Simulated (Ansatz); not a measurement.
Mulliken charges of `C#CCOC=O` from ωB97M-V/def2-TZVPP in Ansatz (PBE0-D4/def2-TZVP geometry).

```
atom   x (Å)   y (Å)   z (Å)  charge (e)
  C1   1.504  -1.768  -0.318       0.051
  C2   0.617  -1.107   0.144      -0.308
  C3  -0.458  -0.318   0.717      -0.084
  O4  -0.195   1.089   0.637      -0.235
  C5  -0.566   1.684  -0.501       0.234
  O6  -1.104   1.157  -1.427      -0.305
  H7   2.288  -2.354  -0.737       0.239
  H8  -1.400  -0.542   0.212       0.158
  H9  -0.559  -0.530   1.782       0.140
 H10  -0.302   2.750  -0.445       0.110
```

Q: By hand: the dipole of these point charges (1 e Å = 4.8032 D).

A: Σ q r = (0.389, -0.357, 0.105) e Å, of length 0.538 e Å = 2.58 D.

Q: How does the dipole of the full density compare? (Estimate.)

A: Computed: (0.112, -0.037, 0.332) e Å, 1.69 D; the point charges give 1.53 times that, at 61° from its direction.

Point charges leave out the atoms' own dipoles, such as those of lone pairs, and Mulliken's split depends on the basis, so the two needn't agree.
